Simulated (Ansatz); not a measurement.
# SiH2Cl−: one structure at several levels

The task here is to estimate one member of a computed series from the others.

The runs use Ansatz 0.2.0, Gaussian basis; single points in def2-TZVPPD.

Correlated methods freeze the cores.

### Where the work starts

SMILES `[SiH2-]Cl`, 4 atoms, charge -1, spin multiplicity 1.

Atoms are counted from 1 here; the program's logs count them from 0.

Bond lengths: Si1–Cl2 2.267 Å, Si1–H3 1.350 Å, Si1–H4 1.452 Å. Angles: Cl2–Si1–H3 99.5°, Cl2–Si1–H4 98.5°, H3–Si1–H4 105.6°.

Coordinates:

```xyz
4

Si   -0.4819    0.3572    0.2385
Cl    1.6510   -0.0636    0.8807
H    -0.9745   -0.8998    0.2641
H    -0.2318    0.6505   -1.1617
```

Set-up of the first run:

Input file run/in.yaml:

```yaml
crystal:
  periodic: [false, false, false]
  atoms:
    - {symbol: Si, position_ang: [-0.481900, 0.357200, 0.238500]}
    - {symbol: Cl, position_ang: [1.651000, -0.063600, 0.880700]}
    - {symbol: H, position_ang: [-0.974500, -0.899800, 0.264100]}
    - {symbol: H, position_ang: [-0.231800, 0.650500, -1.161700]}
basis:
  gaussian: {orbitals: "def2-TZVPPD.json"}
total_charge: -1
correlation: {method: ccsd_t}
output: {forces: true}
```

The basis file named in the input lies beside it (Basis Set Exchange, JSON).

No record of the launch command was kept for these runs.

Among the steps run: CCSD(T)/def2-TZVPPD; PBE0-D4/def2-TZVPPD; wB97M-V/def2-TZVPPD; r2SCAN-D4/def2-TZVPPD; PBE-D4/def2-TZVPPD; BLYP-D4/def2-TZVPPD; BHLYP-D4/def2-TZVPPD.

One table of the session follows, with a row left open; its other results are not shown here.

| method | RMS force component (eV/Å) | angle to CCSD(T) forces (°) |
| --- | --- | --- |
| CCSD(T) | 1.767 | reference |
| PBE0-D4 | ? | ? |
| wB97M-V | 1.740 | 0.6 |
| r2SCAN-D4 | 1.785 | 1.3 |
| PBE-D4 | 1.850 | 2.0 |
| BLYP-D4 | 1.791 | 4.2 |
| BHLYP-D4 | 1.697 | 1.4 |

Estimate the missing values for PBE0-D4.

As computed: RMS force component (eV/Å): 1.804; angle to CCSD(T) forces (°): 1.9. In the column «RMS force component (eV/Å)» it lies between BLYP-D4 (1.791) and PBE-D4 (1.850).

To keep in mind: The anion's highest level is positive in at least one run, so there the basis alone may hold the extra electron.
